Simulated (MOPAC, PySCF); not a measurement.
BCl3, SMILES `ClB(Cl)Cl`, neutral singlet in the gas phase. 

Z-matrix (Å, degrees):
```
B
Cl 1 1.7380
Cl 1 1.7380 2 120.00
Cl 1 1.7380 2 120.00 3 -179.95
```
Charge 0, multiplicity 1.

All levels are single points at this geometry (CAM-B3LYP-D3(BJ)/def2-TZVP); Pople sets use spherical d functions. Orbital energies aren't observables, and empty levels follow the basis.

B3LYP/6-31G* in PySCF gives dipole (D) = 0.00.

### Question
Estimate the dipole (D) from each of these levels: CAM-B3LYP-D3(BJ)/def2-TZVP in PySCF; B3LYP/3-21G in PySCF; BP86/6-31G* in PySCF; M06-2X/6-31G* in PySCF; PBE/6-31G* in PySCF; HF/3-21G in PySCF; HF/6-31G* in PySCF; HF/STO-3G in PySCF; AM1 in MOPAC; PM3 in MOPAC; PM6 in MOPAC; PM7 in MOPAC.

### Answer

```tsv
level	dipole (D)
CAM-B3LYP-D3(BJ)/def2-TZVP in PySCF	0.00
B3LYP/3-21G in PySCF	0.00
BP86/6-31G* in PySCF	0.00
M06-2X/6-31G* in PySCF	0.00
PBE/6-31G* in PySCF	0.00
HF/3-21G in PySCF	0.00
HF/6-31G* in PySCF	0.00
HF/STO-3G in PySCF	0.00
AM1 in MOPAC	0.00
PM3 in MOPAC	0.00
PM6 in MOPAC	0.00
PM7 in MOPAC	0.00
```
